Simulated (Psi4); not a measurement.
Reaction (SMILES): N#N (N2) + 3 [H][H] (H2) → 2 N (NH3)
B3LYP-D3(BJ)/def2-TZVP geometries, fixed; electronic energies without zero-point terms.

Effect of the treatment of two-electron integrals at PBE/cc-pVTZ with Psi4, against the last row, where the energy of full hydrogenation is -42.78 kcal/mol.

| setting | largest shift of a total energy (mEh) | shift of the energy of full hydrogenation (kcal/mol) |
|---|---|---|
| scf_type: df | -0.013 | -0.007 |
| scf_type: cd | -0.055 | 0.006 |
| scf_type: pk | 0.000 | 0.000 |

Within 0.02 kcal/mol in the energy of full hydrogenation: scf_type: df; scf_type: cd. The largest shift is 0.055 mEh in a total energy and 0.007 kcal/mol in the difference.
